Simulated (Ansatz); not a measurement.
Consider the hydrogenolysis of a C–F bond: `FCOCF` + H₂ → `COCF` + H–F.

Computed with Ansatz on PBE0-D4/def2-TZVP structures; ΔE is electronic, products minus reactants. CCSD(T)/CBS is the MP2 limit (def2-TZVPP, def2-QZVPP) plus CCSD(T) − MP2 in def2-TZVPP, frozen cores. This one scheme is used for every species. Functionals use def2-TZVPP. B3LYP here is the variant with VWN-RPA as its local correlation; programs differ in this. HSE06 is defined as in plane-wave codes. Each species was taken in one conformer, which may not be the lowest.

```
             level  ΔE (kJ/mol)  difference from CCSD(T)/CBS
       LDA (SPW92)        -60.8                         14.8
            PBE-D4        -63.6                         12.0
           BLYP-D4        -60.1                         15.5
         r2SCAN-D4        -60.5                         15.1
            B97M-V        -65.1                         10.5
           PBE0-D4        -69.2                          6.4
          B3LYP-D4        -64.9                         10.7
        r2SCANh-D4        -63.0                         12.6
        r2SCAN0-D4        -66.5                          9.1
          HSE06-D4        -69.3                          6.3
          BHLYP-D4        -67.9                          7.7
      CAM-B3LYP-D4        -63.5                         12.1
           ωB97X-V        -61.8                         13.8
           ωB97M-V        -64.7                         10.9
            B2PLYP        -68.8                          6.8
          PBE-QIDH        -73.4                          2.2
               PBE        -64.6                         11.0
            revPBE        -66.1                          9.5
            r2SCAN        -60.7                         14.9
              PBE0        -70.1                          5.5
             B3LYP        -66.5                          9.1
           r2SCANh        -63.3                         12.3
           r2SCAN0        -66.8                          8.8
             HSE06        -70.1                          5.5
             BHLYP        -69.1                          6.5
         CAM-B3LYP        -64.3                         11.3
           LC-ωPBE        -69.0                          6.6
RPA@PBE/def2-TZVPP        -65.4                         10.2
       HF/def2-SVP        -60.1                         15.5
     CCSD/def2-SVP        -60.3                         15.3
  CCSD(T)/def2-SVP        -57.6                         18.0
     HF/def2-TZVPP        -68.8                          6.8
    MP2/def2-TZVPP        -76.0                         -0.4
SCS-MP2/def2-TZVPP        -72.4                          3.2
   CCSD/def2-TZVPP        -73.6                          2.0
CCSD(T)/def2-TZVPP        -71.1                          4.5
     HF/def2-QZVPP        -69.5                          6.1
SCS-MP2/def2-QZVPP        -75.4                          0.2
      HF/CBS(def2)        -69.6                          6.0
    CCSD/CBS(def2)        -78.1                         -2.5
       CCSD(T)/CBS        -75.6                            0
```

Largest T1 diagnostic among the species: 0.012.

At CCSD(T), def2-SVP lies +18.0 kJ/mol from the extrapolated value and def2-TZVPP +4.5 kJ/mol. From r2SCAN to r2SCAN0 (25 % exact exchange), in def2-TZVPP and without D4, ΔE moves by −6.1 kJ/mol. Leaving LDA and LC-ωPBE aside and taking each functional with its dispersion term where it has one, the values spread over 13.2 kJ/mol, from PBE-QIDH to BLYP-D4. LDA lies +3.8 kJ/mol from PBE without D4.
